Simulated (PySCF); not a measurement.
## Telling isomers of C2H3F3 apart by NMR

- shieldings: GIAO PBE0/pcSseg-1
- J couplings at B3LYP/pcJ-1
- geometry: GFN2-xTB
- code: PySCF 2.14
- a single conformation, no solvent model, non-relativistic, averaged over atoms made equivalent by symmetry, fast rotation or ring inversion

References, each an isolated molecule treated in the same way: ¹H (31.72 ppm) and ¹³C (186.93 ppm) vs TMS. Multiplet labels drop J under 1 Hz and among equivalent protons, and merge close values. Unscaled 3J(H,H) run several per cent high. Vicinal couplings that depend on rotamer populations or ring flexing (ring, CH–CH, X–H and H–F types) are those of the one conformer. One-bond C–F couplings are unscaled and too large by tens of Hz. Shifts are as computed. Against solution values, carbons near 30 ppm lie about +3 ppm off and those near 130 ppm about +5 ppm. Of 1211 compounds with measured shifts, 218 miss one by over three times the rms of a fit or turn the order of signals round; such compounds aren't used in these exercises.

(1) Tabulate the signals of `CC(F)(F)F`, `FCC(F)F` and their relative energies.

(2) What is the quickest way to tell CC(F)(F)F from FCC(F)F?

## Answers

(1) 
```tsv
SMILES	carbon types	δC	δH	E rel. (kcal/mol)
CC(F)(F)F	1×C 1×CH3	135.1, 23.4	1.85 (q, 3H)	0.0
FCC(F)F	1×CH 1×CH2	123.7, 89.6	6.43 (tdt, 1H), 5.01 (dtd, 2H)	22.2
```

Energies are electronic energies at PBE0/pcSseg-1 on these geometries, without zero-point or thermal terms, each for the one conformer computed, which needn't be the lowest.

(2) Both give the same number of carbon signals, but DEPT or the intensities differ. The first has a CF3 carbon (C) at 135.1 ppm, the second an sp3 CH bonded to 2 F at 123.7 ppm. In the proton spectra the most deshielded non-exchanging signals are 1.85 (q, J = 11.2 Hz, 3H) and 6.43 (tdt, J = 60.2, 13.7, 2.7 Hz, 1H).
